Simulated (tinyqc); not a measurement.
CIS and TDHF on RHF in the sto-6g basis, frozen core, for H2O, spin multiplicity 1, step by step. One step of it, computed by the program tinyqc.

Task: TDHF (RPA) singlet states. B(ia,jb) = 2 (ia|jb) - (ib|ja); the squared energies are the eigenvalues of (A - B)(A + B); 1 hartree = 27.211386 eV.

CIS matrix A, singlet (hartree), order 2>6, 2>7, 3>6, 3>7, 4>6, 4>7, 5>6, 5>7:
```
[[1.404003, 0.000000, 0.000000, 0.056292, 0.065147, 0.000000, 0.000000, 0.000000],
 [0.000000, 1.408028, -0.019855, 0.000000, 0.000000, -0.019078, 0.000000, 0.000000],
 [0.000000, -0.019855, 0.683824, 0.000000, 0.000000, 0.039450, 0.000000, 0.000000],
 [0.056292, 0.000000, 0.000000, 0.921612, 0.136467, 0.000000, 0.000000, 0.000000],
 [0.065147, 0.000000, 0.000000, 0.136467, 0.659114, 0.000000, 0.000000, 0.000000],
 [0.000000, -0.019078, 0.039450, 0.000000, 0.000000, 0.676324, 0.000000, 0.000000],
 [0.000000, 0.000000, 0.000000, 0.000000, 0.000000, 0.000000, 0.436664, 0.000000],
 [0.000000, 0.000000, 0.000000, 0.000000, 0.000000, 0.000000, 0.000000, 0.475053]]
```

Two-electron integrals over orbitals (pq|rs), unique and non-zero (hartree); the lowest 1 orbital is frozen and left out:
```
(22|22) 0.730530    (32|32) 0.137961    (33|22) 0.642415    (33|33) 0.625705
(42|22) -0.007537   (42|33) 0.003048    (42|42) 0.126341    (43|32) 0.019706
(43|43) 0.052388    (44|22) 0.663723    (44|33) 0.589388    (44|42) -0.098046
(44|44) 0.734433    (52|52) 0.146350    (53|53) 0.028669    (54|52) -0.049039
(54|54) 0.053845    (55|22) 0.750893    (55|33) 0.626551    (55|42) -0.079654
(55|44) 0.706028    (55|55) 0.880663    (62|22) 0.143146    (62|33) 0.079663
(62|42) 0.022835    (62|44) 0.070902    (62|55) 0.152247    (62|62) 0.102454
(63|32) -0.029031   (63|43) -0.029418   (63|63) 0.063762    (64|22) 0.106873
(64|33) 0.049021    (64|42) -0.053299   (64|44) 0.130335    (64|55) 0.134980
(64|62) 0.057455    (64|64) 0.088943    (65|52) 0.053725    (65|54) 0.001841
(65|65) 0.036746    (66|22) 0.622203    (66|33) 0.572398    (66|42) 0.049764
(66|44) 0.559775    (66|55) 0.598691    (66|62) 0.104094    (66|64) 0.049475
(66|66) 0.608270    (72|32) 0.043719    (72|43) -0.036840   (72|63) 0.034313
(72|72) 0.062770    (73|22) 0.142106    (73|33) 0.090650    (73|42) -0.085383
(73|44) 0.143286    (73|55) 0.192191    (73|62) 0.072387    (73|64) 0.094864
(73|66) 0.042082    (73|73) 0.159620    (74|32) -0.079248   (74|43) -0.005848
(74|63) 0.046356    (74|72) -0.014360   (74|74) 0.074032    (75|53) 0.023559
(75|75) 0.023358    (76|32) 0.088481    (76|43) 0.053262    (76|63) -0.055856
(76|72) -0.011755   (76|74) -0.061293   (76|76) 0.109582    (77|22) 0.613289
(77|33) 0.600803    (77|42) -0.009642   (77|44) 0.587220    (77|55) 0.608002
(77|62) 0.063819    (77|64) 0.039485    (77|66) 0.567665    (77|73) 0.078784
(77|77) 0.604377
```

Give: TDHF matrix B, singlet; squared energies w^2; TDHF energies from the positive w^2.

Result:

TDHF matrix B, singlet (hartree), order 2>6, 2>7, 3>6, 3>7, 4>6, 4>7, 5>6, 5>7:
```
[[0.1025, 0.0000, 0.0000, 0.1105, 0.0575, 0.0000, 0.0000, 0.0000],
 [0.0000, 0.0628, -0.0038, 0.0000, 0.0000, -0.0144, 0.0000, 0.0000],
 [0.0000, -0.0038, 0.0638, 0.0000, 0.0000, -0.0022, 0.0000, 0.0000],
 [0.1105, 0.0000, 0.0000, 0.1596, 0.1434, 0.0000, 0.0000, 0.0000],
 [0.0575, 0.0000, 0.0000, 0.1434, 0.0889, 0.0000, 0.0000, 0.0000],
 [0.0000, -0.0144, -0.0022, 0.0000, 0.0000, 0.0740, 0.0000, 0.0000],
 [0.0000, 0.0000, 0.0000, 0.0000, 0.0000, 0.0000, 0.0367, 0.0000],
 [0.0000, 0.0000, 0.0000, 0.0000, 0.0000, 0.0000, 0.0000, 0.0234]]
```

squared energies w^2 (hartree^2): [0.1893, 0.2251, 0.3548, 0.4050, 0.5120, 0.8673, 1.9690, 1.9813]

TDHF energies from the positive w^2 (eV): [11.8401, 12.9112, 16.2087, 17.3170, 19.4710, 25.3419, 38.1830, 38.3021]
